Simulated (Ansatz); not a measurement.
## A reaction path, image by image

BH₃O₂, closed shell, from BH₃O₂ ([OH][BH][OH]) to a complex of BHO ([BH][O]) + H₂O; PBE0-D4/def2-SVP (Ansatz 0.2.0). Settings:

```yaml
hamiltonian: {xc: pbe0, dispersion: d4}
neb:
  images: 5
  climbing: true
  max_iterations: 40
  initial_path: idpp
```

First end:

```
6
angstrom
B -0.1689 0.1380 -0.2787
O 0.8955 0.2772 0.5622
O -1.0179 -0.9017 -0.1064
H -0.7632 -1.4622 0.6337
H -0.3830 0.9072 -1.1717
H 1.4376 1.0415 0.3610
```

Second end:

```xyz
6
angstrom
B -0.8609 0.0835 -1.0348
O 0.6929 0.2616 1.0350
O -1.1752 -1.0539 -0.7979
H 0.3243 -0.6271 1.0725
H -0.6265 1.1865 -1.3529
H 1.6454 0.1492 1.0781
```

The ends were relaxed with PBE0-D4 in triple zeta, so they are not quite minima here (largest force components 0.34 and 0.31 eV/Å).

Energies along the converged band: It took 16 iterations. Path lengths are measured after rigid turns and shifts between images are taken out.
| image | path length (Å) | energy (kcal/mol) |
| --- | --- | --- |
| 0 | 0.00 | 0.00 |
| 1 | 0.54 | 6.32 |
| 2 | 1.08 | 22.77 |
| 3 (climbing) | 1.62 | 53.53 |
| 4 | 2.14 | 46.24 |
| 5 | 2.65 | 45.09 |
| 6 | 3.17 | 45.95 |
Energies count from the first end.

The images between the ends:
Image 1:
```xyz
6
angstrom
B -0.2511 0.2017 -0.3173
O 0.6753 0.3664 0.6801
O -0.9632 -0.9358 -0.1776
H -0.5242 -1.3219 0.5968
H -0.4671 0.9673 -1.2312
H 1.5304 0.7222 0.4491
```

Image 2:
```xyz
6
angstrom
B -0.3231 0.2216 -0.3882
O 0.5281 0.4117 0.7230
O -0.8721 -0.9922 -0.2363
H -0.2958 -1.0722 0.5863
H -0.5094 1.0442 -1.2520
H 1.4723 0.3868 0.5672
```

Image 3:
```xyz
6
angstrom
B -0.4488 0.1573 -0.5044
O 0.4503 0.2490 0.7835
O -0.9151 -1.0226 -0.3747
H -0.0096 -0.7769 0.6958
H -0.4831 1.1123 -1.2336
H 1.4063 0.2809 0.6334
```

Image 4:
```xyz
6
angstrom
B -0.5876 0.1054 -0.6610
O 0.4660 0.2235 0.8470
O -1.0450 -1.0340 -0.6192
H 0.2241 -0.7156 0.9669
H -0.4732 1.1702 -1.1974
H 1.4157 0.2504 0.6638
```

Image 5:
```xyz
6
angstrom
B -0.7318 0.0690 -0.8806
O 0.5969 0.2896 0.9678
O -1.0220 -1.1034 -0.8016
H 0.2621 -0.5879 1.1998
H -0.6192 1.2060 -1.2014
H 1.5142 0.1266 0.7160
```

The band counts as converged below 0.05 eV/Å. The run took about 59 s on 2 CPU threads of an Arm Neoverse V1 (shared host).
